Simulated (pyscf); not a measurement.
Optimised with ωB97X-D3(BJ)/def2-SVP in PySCF. Correlated levels are frozen-core, on RHF or UHF. ΔMP2 is the change of the MP2 total energy from the triple- to the quadruple-zeta basis.

**Question.** `[CH3][AlH2]` + `[NH3]` -> `[CH4]` + `[NH2][AlH2]`
Surface: singlet. Broken: Al–C, H–N. Formed: C–H, Al–N. Give ΔE‡ and ΔE from CCSD(T)/def2-TZVPP + ΔMP2(QZVPP), relative to the separated reactants.

**Answer.** ΔE‡ = 5.7 kcal/mol, ΔE = -25.6 kcal/mol. Zero-point energy shifts the barrier by +0.2 kcal/mol. It is a four-centre exchange, with an imaginary mode of 1535i cm⁻¹. On the reactant side the descent ends in an adduct with a Al–N contact, 30.1 kcal/mol under the separated species and 33.3 kcal/mol under the saddle at ωB97X-D3(BJ)/def2-TZVP. What is counted as formed (Al–N) is already present as a longer contact in the reactant adduct; forming that adduct is a step of its own. At the saddle there is also a short Al–H contact that neither side keeps. At ωB97X-D3(BJ) the barrier from the zero used here is 3.2 kcal/mol. One saddle was located; it need not be the lowest between these sides. The CCSD(T) − MP2 part came from Ansatz, without density fitting, on the same reference.
